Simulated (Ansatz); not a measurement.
**PH2− (singlet): from Hartree-Fock to the top rungs, aug-cc-pVDZ**

How much of the correlation energy of PH2− (singlet) does each wave-function method recover here?

Computed with Ansatz 0.2.0, Gaussian basis. Level: aug-cc-pVDZ, core rule «outside noble gas», up to 5 orbitals frozen.

To be run: UHF; CCSD(T) on RHF; BCCD(T) on RHF; CISD; CCSDT(Q) on RHF; CCSDTQ on RHF; CASSCF and MRCISD+Q, 8 electrons in 6 orbitals; CASSCF and NEVPT2, 8 electrons in 6 orbitals.

3 further runs of the same task are left out: 3 set aside as unsound or not needed.

### 1 The geometry

The geometry is a PBE0/def2-TZVPD stationary point (not a proven minimum).

3 atoms, charge -1, spin multiplicity 1.

Atoms are counted from 1 here; the program's logs count them from 0.

Bond lengths: P1–H2 1.436 Å, P1–H3 1.436 Å. Angles: H2–P1–H3 91.6°.

### 2 UHF

File in.yaml:

```yaml
crystal:
  periodic: [false, false, false]
  atoms:
    - {symbol: P, position_ang: [0.000000, -0.061164, 0.000000]}
    - {symbol: H, position_ang: [0.000000, 0.939781, -1.030106]}
    - {symbol: H, position_ang: [0.000000, 0.939781, 1.030106]}
basis:
  gaussian: {orbitals: aug-cc-pVDZ}
total_charge: -1
magnetization: {spin_polarized: true, initial_magnetization: 0}
hamiltonian: {xc: hf}
output: {orbitals: {seedname: orbitals}}
```

Run with:

```bash
ansatz run in.yaml --threads 1 --pin off --events-out ev --progress --plain --max-ram 4096MiB --backend cpu
```

After this run come: CCSD(T) on RHF; BCCD(T) on RHF; CISD; CCSDT(Q) on RHF; CCSDTQ on RHF; CASSCF and MRCISD+Q, 8 electrons in 6 orbitals; CASSCF and NEVPT2, 8 electrons in 6 orbitals.

Q: Predict the results of all the runs planned. Wanted: RCCSDTQ below the RHF energy; RMP2 from RCCSDTQ; RCCSD from RCCSDTQ; RCCSD(T) from RCCSDTQ; RCCSDT(Q) from RCCSDTQ; NEVPT2 valence from RCCSDTQ; MRCISD+Q valence from RCCSDTQ; T1 diagnostic; effectively unpaired electrons.

As calculated:

```
                         quantity                                                   value
     RCCSDTQ below the RHF energy                                              -4.9191 eV
                RMP2 from RCCSDTQ                                         +19.69 kcal/mol
               RCCSD from RCCSDTQ                                          +4.61 kcal/mol
            RCCSD(T) from RCCSDTQ                                          +0.73 kcal/mol
           RCCSDT(Q) from RCCSDTQ                                          +0.01 kcal/mol
      NEVPT2 valence from RCCSDTQ                                         +25.33 kcal/mol
    MRCISD+Q valence from RCCSDTQ                                          +0.75 kcal/mol
levels within 1 kcal/mol (43 meV)  RCCSD(T), BCCD(T), RCCSDT, RCCSDT(Q), MRCISD+Q valence
                    T1 diagnostic                                                   0.013
   effectively unpaired electrons                                                    0.01
```

**Reading.** RCCSD(T) lands +0.73 kcal/mol from the yardstick (0.6 % of the correlation energy). One determinant dominates. Of the multireference levels listed MRCISD+Q valence comes nearest in total energy (+0.75 kcal/mol), which doesn't show that its space is the better one. These misses are within one basis, not against nature.
